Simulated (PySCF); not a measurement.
**B, B⁺: ionisation energies and excitation energies in x2c-QZVPPall**

Wanted: the ionisation energy and excitation energy of boron, up a ladder of methods.

The numbers are computed with PySCF 2.14.0 (unrestricted determinants in a Gaussian basis, no spin-orbit coupling in the energies), except any that are marked as measured or tabulated.

### 1 Starting point

```
Element                                   : boron (Z = 5)
Basis                                     : x2c-QZVPPall (7s4p3d2f1g, 57 functions)
Hamiltonian                               : the spin-free X2C one-electron Hamiltonian (Gaussian nucleus)
State 1                                   : B: [He] 2s2 2p1, 2P determinant
State 2                                   : B⁺: [He] 2s2, closed-shell 1S
State 3                                   : B: [He] 2s1 2p2, high-spin 4P determinant (an excited configuration)
State 4                                   : B⁺: [He] 2p2, high-spin 3P determinant (an excited configuration)
State 5                                   : B⁺: [He] 2s1 2p1, high-spin 3P determinant (an excited configuration)
Needed too, but not shown                 : B²⁺ [He] 2s1 (2S)
Methods                                   : CCSD(T), CCSDT
Core shells frozen in the correlated runs : valence: 1s2 (for B)
```

The outer shells:

B [He] 2s2 2p1
```
[He] core
2s [↑↓]
2p [↑ ][  ][  ]
```

B+ [He] 2s2
```
[He] core
2s [↑↓]
```

B [He] 2s1 2p2
```
[He] core
2s [↑ ]
2p [↑ ][↑ ][  ]
```

B+ [He] 2p2
```
[He] core
2p [↑ ][↑ ][  ]
```

One driver process ran all states and methods and kept the integrals in memory. Each run is shown as a PySCF script that sums up its settings (the driver passes frozen orbitals as a list and adds second-order terms of double hybrids); the logs are those of the runs themselves. The driver starts from symmetry-adapted Hartree-Fock orbitals, holds the occupation by maximum overlap and uses a logarithmic radial grid for functionals, so a plain start would take other cycles.

The integrals over 57 functions and the set-up took 0.19 s of CPU time.

### 2 B: the ladder of methods

#### CCSD(T) (valence)

input.py

```python
from pyscf import gto, scf, dft, mp, cc
import basis_set_exchange as bse
mol = gto.M(atom="B 0 0 0", charge=0, spin=1, symmetry="D2h",
            basis=gto.basis.parse(bse.get_basis("x2c-QZVPPall", elements=["B"], fmt="nwchem")),
            nucmod="G")
mf = scf.UHF(mol).sfx2c1e()
mf.irrep_nelec = {'Ag': (2, 2), 'B2u': (1, 0)}
mf.kernel()
mycc = cc.CCSD(mf, frozen=1).run()
mycc.ccsd_t()
```

#### CCSDT (valence)

### 3 B⁺: CCSD(T) (valence)

#### CCSD(T) (valence)

input.py

```python
from pyscf import gto, scf, dft, mp, cc
import basis_set_exchange as bse
mol = gto.M(atom="B 0 0 0", charge=1, spin=0, symmetry="D2h",
            basis=gto.basis.parse(bse.get_basis("x2c-QZVPPall", elements=["B"], fmt="nwchem")),
            nucmod="G")
mf = scf.UHF(mol).sfx2c1e()
mf.irrep_nelec = {'Ag': (2, 2)}
mf.kernel()
mycc = cc.CCSD(mf, frozen=1).run()
mycc.ccsd_t()
```

### 4 B [He] 2s1 2p2: CCSD(T) (valence)

#### CCSD(T) (valence)

input.py

```python
from pyscf import gto, scf, dft, mp, cc
import basis_set_exchange as bse
mol = gto.M(atom="B 0 0 0", charge=0, spin=3, symmetry="D2h",
            basis=gto.basis.parse(bse.get_basis("x2c-QZVPPall", elements=["B"], fmt="nwchem")),
            nucmod="G")
mf = scf.UHF(mol).sfx2c1e()
mf.irrep_nelec = {'Ag': (2, 1), 'B1u': (1, 0), 'B2u': (1, 0)}
mf.kernel()
mycc = cc.CCSD(mf, frozen=1).run()
mycc.ccsd_t()
```

### 5 B⁺ [He] 2p2: CCSD(T) (valence)

#### CCSD(T) (valence)

input.py

```python
from pyscf import gto, scf, dft, mp, cc
import basis_set_exchange as bse
mol = gto.M(atom="B 0 0 0", charge=1, spin=2, symmetry="D2h",
            basis=gto.basis.parse(bse.get_basis("x2c-QZVPPall", elements=["B"], fmt="nwchem")),
            nucmod="G")
mf = scf.UHF(mol).sfx2c1e()
mf.irrep_nelec = {'Ag': (1, 1), 'B1u': (1, 0), 'B2u': (1, 0)}
mf.kernel()
mycc = cc.CCSD(mf, frozen=1).run()
mycc.ccsd_t()
```

### 6 B⁺ [He] 2s1 2p1: CCSD(T) (valence)

#### CCSD(T) (valence)

Changes to input.py since step 5:

```diff
@@ -6,3 +6,3 @@
 mf = scf.UHF(mol).sfx2c1e()
-mf.irrep_nelec = {'Ag': (1, 1), 'B1u': (1, 0), 'B2u': (1, 0)}
+mf.irrep_nelec = {'Ag': (2, 1), 'B2u': (1, 0)}
 mf.kernel()
```

**Question.** What will these runs give?

As calculated:

| quantity | value |
| --- | --- |
| ionisation energy, B | UHF 8.040, CCSDT (valence) 8.242 eV; reference 8.297 |
| ionisation energy, B⁺ | UHF 23.449, FCI (valence) 25.100 eV; reference 25.155 |
| excitation energy, B → [He] 2s1 2p2 | UHF 2.194, CCSD(T) (valence) 3.579 eV |
| excitation energy, B⁺ → [He] 2p2 | UHF 10.959, FCI (valence) 12.352 eV; reference 12.265 |
| excitation energy, B⁺ → [He] 2s1 2p1 | UHF 3.138, FCI (valence) 4.650 eV; reference 4.631 |

Accuracy by level (over 4 differences):

| method | mean absolute miss against the measured values (with the measured fine structure taken into account where it is known) (eV) |
| --- | --- |
| UHF | 1.190 |
| MP2 (valence) | 0.432 |
| SCS-MP2 (valence) | 0.239 |
| CCSD (valence) | 0.067 |
| CCSD(T) (valence) | 0.057 |
| CCSDT (valence) | 0.054 |

CCSDT (valence) lands nearest to the measured values (mean absolute error over 4 measured values 0.05 eV), level with CCSD(T) (valence); UHF misses by most (1.19 eV). The basis is finite, and no extrapolation was made.
